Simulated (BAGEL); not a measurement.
# UHF/3-21G (density fitting with qzvpp-jkfit) run of SiH3O2 (SMILES O[SiH]O)

What is the vertical ionisation energy of SiH3O2 at UHF/3-21G (density fitting with qzvpp-jkfit)? 

Program for the calculation: BAGEL 1.2.2.

1 further run of the same task is left out (set aside as unsound or not needed).

## (1) Starting point

SiH3O2: 6 atoms, total charge 0, spin state doublet. SMILES: `O[SiH]O`. The coordinates come from a PBE0-D4/def2-TZVP relaxation. This is one conformer, not always the lowest.

Bond lengths: O1–Si2 1.652 Å, Si2–O3 1.641 Å, O1–H4 0.958 Å, Si2–H5 1.496 Å, O3–H6 0.959 Å. Angles: O1–Si2–O3 107.5°, O1–Si2–H5 112.0°, O3–Si2–H5 104.2°, Si2–O1–H4 117.1°, Si2–O3–H6 117.2°.

## (2) The energy at UHF/3-21G (density fitting with qzvpp-jkfit)

Input file input.json:

```json
{ "bagel" : [

{
  "title" : "molecule",
  "basis" : "3-21g",
  "df_basis" : "qzvpp-jkfit",
  "angstrom" : true,
  "geometry" : [
    { "atom" : "O", "xyz" : [      -1.186200,      -0.443400,      -0.202500 ] },
    { "atom" : "Si", "xyz" : [       0.358900,       0.083300,      -0.457100 ] },
    { "atom" : "O", "xyz" : [       1.071000,       0.255000,       1.010900 ] },
    { "atom" : "H", "xyz" : [      -1.625300,      -0.879000,      -0.934700 ] },
    { "atom" : "H", "xyz" : [       0.393800,       1.459300,      -1.043800 ] },
    { "atom" : "H", "xyz" : [       0.987700,      -0.475200,       1.627200 ] }
  ]
},

{ "title" : "uhf", "nopen" : 1 },

{ "title" : "print", "file" : "orbitals.molden", "orbitals" : true }

]}
```

Launch:

```bash
$ BAGEL_NUM_THREADS=1 BAGEL input.json > input.out
```

Standard output:

```text
* using 1 threads per process

  ===============================================================
  ===============================================================

  *** Geometry ***

  { "atom" : "O", "xyz" : [     -2.241593,     -0.837905,     -0.382670 ] },
  { "atom" : "Si", "xyz" : [      0.678223,      0.157414,     -0.863794 ] },
  { "atom" : "O", "xyz" : [      2.023897,      0.481880,      1.910324 ] },
  { "atom" : "H", "xyz" : [     -3.071372,     -1.661069,     -1.766327 ] },
  { "atom" : "H", "xyz" : [      0.744174,      2.757677,     -1.972496 ] },
  { "atom" : "H", "xyz" : [      1.866482,     -0.897998,      3.074962 ] },

  Number of auxiliary basis functions:      336

  Since a DF basis is specified, we compute 2- and 3-index integrals:
    o Being stored without compression. Storage requirement is 0.004 GB

  Number of basis functions:       37
  Number of electrons      :       33

    * METHOD: MOLECULE                             0.07

  *** Open-shell HF ***

  === Nuclear Repulsion ===
   111.6089976352

      * DIIS with orbital gradients will be used.

  === UHF iteration (3-21g) ===
      0       -437.88291500          0.08264286           0.02
      1       -438.00736341          0.04874911           0.02
      2       -438.04443256          0.02946763           0.02
      3       -438.06329811          0.00121221           0.02
      4       -438.06355035          0.00031154           0.02
      5       -438.06357973          0.00009079           0.02
      6       -438.06358458          0.00003969           0.02
      7       -438.06358568          0.00002075           0.02
      8       -438.06358616          0.00000978           0.02
      9       -438.06358628          0.00000414           0.02
     10       -438.06358629          0.00000136           0.02
     11       -438.06358629          0.00000050           0.02
     12       -438.06358629          0.00000020           0.02
     13       -438.06358629          0.00000010           0.02
     14       -438.06358629          0.00000005           0.02
     15       -438.06358629          0.00000003           0.02
     16       -438.06358629          0.00000001           0.02
     17       -438.06358629          0.00000000           0.02
    * SCF iteration converged.

    * S^2 (UHF) is 0.7541

    * Permanent dipole moment:
           (    0.115209,     1.006916,     0.692857) a.u.

    * METHOD: UHF                                  0.41

    * METHOD: PRINT                                0.00

  ===============================================================
```

Run time: 0.6 s. Hardware: 1 thread of Arm Neoverse V1, shared host; peak memory 0.081 GiB.

## (3) The singlet cation, same level

Input file calc.json:

```json
{ "bagel" : [

{
  "title" : "molecule",
  "basis" : "3-21g",
  "df_basis" : "qzvpp-jkfit",
  "angstrom" : true,
  "geometry" : [
    { "atom" : "O", "xyz" : [      -1.186200,      -0.443400,      -0.202500 ] },
    { "atom" : "Si", "xyz" : [       0.358900,       0.083300,      -0.457100 ] },
    { "atom" : "O", "xyz" : [       1.071000,       0.255000,       1.010900 ] },
    { "atom" : "H", "xyz" : [      -1.625300,      -0.879000,      -0.934700 ] },
    { "atom" : "H", "xyz" : [       0.393800,       1.459300,      -1.043800 ] },
    { "atom" : "H", "xyz" : [       0.987700,      -0.475200,       1.627200 ] }
  ]
},

{ "title" : "hf", "charge" : 1 },

{ "title" : "print", "file" : "orbitals.molden", "orbitals" : true }

]}
```

Launch:

```bash
$ BAGEL_NUM_THREADS=1 BAGEL calc.json > calc.out
```

Standard output:

```text
* using 1 threads per process

  ===============================================================
  ===============================================================

  *** Geometry ***

  { "atom" : "O", "xyz" : [     -2.241593,     -0.837905,     -0.382670 ] },
  { "atom" : "Si", "xyz" : [      0.678223,      0.157414,     -0.863794 ] },
  { "atom" : "O", "xyz" : [      2.023897,      0.481880,      1.910324 ] },
  { "atom" : "H", "xyz" : [     -3.071372,     -1.661069,     -1.766327 ] },
  { "atom" : "H", "xyz" : [      0.744174,      2.757677,     -1.972496 ] },
  { "atom" : "H", "xyz" : [      1.866482,     -0.897998,      3.074962 ] },

  Number of auxiliary basis functions:      336

  Since a DF basis is specified, we compute 2- and 3-index integrals:
    o Being stored without compression. Storage requirement is 0.004 GB

  Number of basis functions:       37
  Number of electrons      :       33

    * METHOD: MOLECULE                             0.07

  *** RHF ***

  === Nuclear Repulsion ===
   111.6089976352

      * DIIS with orbital gradients will be used.

  === RHF iteration (3-21g) ===
      0       -437.57808874          0.04133651           0.01
      1       -437.69421255          0.02938696           0.01
      2       -437.76930045          0.00164378           0.01
      3       -437.77004921          0.00042411           0.01
      4       -437.77011074          0.00022739           0.01
      5       -437.77012263          0.00007071           0.01
      6       -437.77012440          0.00001731           0.01
      7       -437.77012454          0.00000439           0.01
      8       -437.77012455          0.00000177           0.01
      9       -437.77012455          0.00000087           0.01
     10       -437.77012455          0.00000024           0.01
     11       -437.77012455          0.00000010           0.01
     12       -437.77012455          0.00000006           0.01
     13       -437.77012455          0.00000001           0.01
     14       -437.77012455          0.00000000           0.01
    * SCF iteration converged.

    * Permanent dipole moment:
           (   -0.363050,     1.064279,     1.685199) a.u.

    * METHOD: HF                                   0.21

    * METHOD: PRINT                                0.00

  ===============================================================
```

Run time: 0.42 s. Hardware: 1 thread of Arm Neoverse V1, shared host; peak memory 0.081 GiB.

## (4) What came out

At UHF/3-21G (density fitting with qzvpp-jkfit):

```
                                          quantity          value
                      doublet SiH3O2: total energy  -438.06359 Eh
                     doublet SiH3O2: dipole moment         3.12 D
                              doublet SiH3O2: ⟨S²⟩          0.754
                      singlet cation: total energy  -437.77012 Eh
                       singlet cation: HOMO energy      -19.95 eV
                       singlet cation: LUMO energy       -7.33 eV
                     singlet cation: HOMO–LUMO gap       12.62 eV
vertical ionisation energy (to the singlet cation)       7.986 eV
```

**Reading.** Removing an electron at fixed nuclei costs 7.99 eV (770 kJ/mol). Only the singlet of the ionised species was computed; a triplet could lie lower.
